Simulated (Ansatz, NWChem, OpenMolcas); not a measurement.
# How methods differ on C2H8Si (dimethylsilane)

C2H8Si: 11 atoms, total charge 0, spin state singlet. As SMILES, `C[SiH2]C`. The shape is that of a PBE0-D4/def2-TZVP optimisation.

Each level gives the vertical ionisation energy (to the doublet cation) (eV). The values are calculated.

```tsv
level	kind	program	value (eV)	CPU time (all runs)
PBE/def2-SVP	GGA	Ansatz	10.60	34 s
TPSS/def2-SVP	meta-GGA	OpenMolcas	10.71	4.6 min
BHLYP/def2-SVP	global hybrid	Ansatz	11.09	27 s
PBE0/def2-SVP	global hybrid	OpenMolcas	10.99	2.7 min
HSE06/def2-SVP	range-separated hybrid	Ansatz	10.96	55 s
wB97M-V/def2-SVP	range-separated hybrid	Ansatz	11.17	5.6 min
PBE-QIDH/def2-SVP	double hybrid	Ansatz	11.28	51 s
MP3/def2-SVP	perturbation theory	NWChem	11.22	2.6 min
```

The values span 10.60 to 11.28 eV. Times are those of the runs behind each value, whatever else they computed, on shared processors of several kinds: orders of magnitude only.
